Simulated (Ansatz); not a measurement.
Zinc-blende BeTe, treated with B3LYP (VWN-RPA form) (PAW; Ansatz, an electronic-structure program).

Settings: plane-wave cutoff 460 eV, 8×8×8 k mesh, Fermi–Dirac smearing 0.01 eV, scalar-relativistic PAW data made under PBE.

Energies at three volumes about the minimum:

```tsv
V (Å³/atom)	E − E_lowest (meV/atom)
22.604	2.57
23.098	0.00
23.763	2.37
```

Q: Fit a parabola by hand: where is the minimum, what lattice constant follows, and what is the bulk modulus?

A: Slopes: (0.00 − 2.57)/(23.098 − 22.604) = -5.202 and (2.37 − 0.00)/(23.763 − 23.098) = 3.564 meV/Å³. Curvature E″ = 2 × (3.564 − (-5.202))/(23.763 − 22.604) = 15.127 meV/Å⁶. From the middle of the first interval, the slope vanishes at V0 = 22.8510 − (-5.202)/15.127 = 23.195 Å³/atom. B = V0 E″ = 23.195 × 15.127 meV/Å³ × 0.1602 GPa per meV/Å³ = 56.2 GPa. With 8 atoms in the cube, a = (8 × 23.195)^(1/3) = 5.704 Å. The full Birch–Murnaghan fit to all volumes gives V0 = 23.183 Å³/atom and B0 = 55.8 GPa.

Measured, for comparison: bulk modulus 67 GPa (room temperature, not corrected to a static lattice; as tabulated in Elmahjoubi et al. (2023), arXiv:2303.01780); lattice constant a 5.626 Å (temperature not stated, not corrected to a static lattice; as tabulated in Bernardini et al. (2000), arXiv:cond-mat/0007180). Computed (rounded) less measured: bulk modulus -17 %.
